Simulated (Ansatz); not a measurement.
# AlClH6Si: the cost of one run

Program: Ansatz 0.2.0. Level of theory: RKS PBE0-D4/6-31G*. These are calculated values, not measurements.

### Step 1. The starting structure

Bond lengths: Al1–Cl2 2.580 Å, Al1–H3 1.560 Å, Al1–H4 1.560 Å, Al1–Si5 2.620 Å, Si5–H6 1.460 Å, Si5–H7 1.460 Å, Si5–H8 1.460 Å, Cl2–H9 1.537 Å, Si5–H9 1.636 Å. Angles (14 of 18 angles, heavy atoms first): Cl2–Al1–Si5 71.6°, Al1–Cl2–H9 71.8°, Cl2–Al1–H3 120.0°, Cl2–Al1–H4 120.0°, H3–Al1–Si5 97.0°, H4–Al1–Si5 101.2°, Al1–Si5–H6 109.5°, Al1–Si5–H7 109.5°, Al1–Si5–H8 109.5°, Al1–Si5–H9 69.5°, Cl2–H9–Si5 147.0°, H3–Al1–H4 120.0°, H6–Si5–H7 109.4°, H6–Si5–H8 109.4°.

As a file:

```xyz
9

Al    0.0000    0.0000    0.0000
Cl    0.0000    0.0000    2.5800
H     1.3510    0.0000   -0.7800
H    -1.3510    0.0000   -0.7800
Si    0.1095   -2.4839    0.8261
H    -0.6805   -3.3291   -0.0645
H     1.4971   -2.9379    0.8228
H    -0.4270   -2.5710    2.1812
H     0.0643   -1.4591    2.1004
```

### Step 2. A restrained relaxation towards end A

Springs on the bonds that form and break draw the guess towards this end; the thresholds are loose.

File input.yaml:

```yaml
crystal:
  periodic: [false, false, false]
  atoms:
    - { symbol: Al, position_ang: [0.0, 0.0, 0.0] }
    - { symbol: Cl, position_ang: [0.0, 0.0, 2.58] }
    - { symbol: H, position_ang: [1.351, 0.0, -0.78] }
    - { symbol: H, position_ang: [-1.351, 0.0, -0.78] }
    - { symbol: Si, position_ang: [0.1095, -2.4839, 0.8261] }
    - { symbol: H, position_ang: [-0.6805, -3.3291, -0.0645] }
    - { symbol: H, position_ang: [1.4971, -2.9379, 0.8228] }
    - { symbol: H, position_ang: [-0.427, -2.571, 2.1812] }
    - { symbol: H, position_ang: [0.0643, -1.4591, 2.1004] }
basis:
  gaussian: { orbitals: "6-31G*" }
hamiltonian:
  xc: pbe0
  dispersion: d4
relax:
  f_tol: 0.15
  max_steps: 25
  restrain:
    - { distance: [0, 4], at: 3.52, k: 30.0 }
    - { distance: [8, 1], at: 2.57, k: 30.0 }
    - { distance: [0, 1], at: 2.23, k: 30.0 }
    - { distance: [8, 4], at: 1.46, k: 30.0 }
```

Command:

```console
> ansatz run input.yaml --threads 1 --pin off --max-ram 2048MiB --backend cpu --events-out ev --progress --plain --runs-dir out
```

**Question.** How long does this run take on 1 thread of Arm Neoverse V2, shared host, and how much memory does it need?

About 34 s, with a peak of 0.14 GiB.
